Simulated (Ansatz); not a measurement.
One change: `CC=C=CN` becomes `C=C=CC`.

Ansatz, PBE0-D4/def2-TZVP geometries, multiplicity 1. Each molecule was computed in one conformer, which needn't be the lowest.

```tsv
property	`CC=C=CN`
HOMO energy (PBE0/def2-TZVPP) / eV	-5.91
HOMO–LUMO gap (B3LYP/def2-TZVPP) / eV	5.78
LUMO energy (PBE0/def2-TZVPP) / eV	0.35
HOMO energy (ωB97M-V/def2-TZVPP) / eV	-8.11
LUMO energy (ωB97M-V/def2-TZVPP) / eV	2.14
HOMO–LUMO gap (ωB97M-V/def2-TZVPP) / eV	10.25
```

Task: What does the change do to each property? (Estimate.)

Result: Ansatz gave: 
```json
{"property": "HOMO energy (PBE0/def2-TZVPP) / eV", "`C=C=CC`": "-7.21", "shift": "-1.30"}
{"property": "HOMO–LUMO gap (B3LYP/def2-TZVPP) / eV", "`C=C=CC`": "7.12", "shift": "1.34"}
{"property": "LUMO energy (PBE0/def2-TZVPP) / eV", "`C=C=CC`": "0.37", "shift": "0.02"}
{"property": "HOMO energy (ωB97M-V/def2-TZVPP) / eV", "`C=C=CC`": "-9.43", "shift": "-1.32"}
{"property": "LUMO energy (ωB97M-V/def2-TZVPP) / eV", "`C=C=CC`": "2.35", "shift": "0.21"}
{"property": "HOMO–LUMO gap (ωB97M-V/def2-TZVPP) / eV", "`C=C=CC`": "11.78", "shift": "1.53"}
```

The zero-point energy changes by -47.5 kJ/mol with -6 modes.

B3LYP here is the variant with VWN-RPA as its local correlation; programs differ in this.
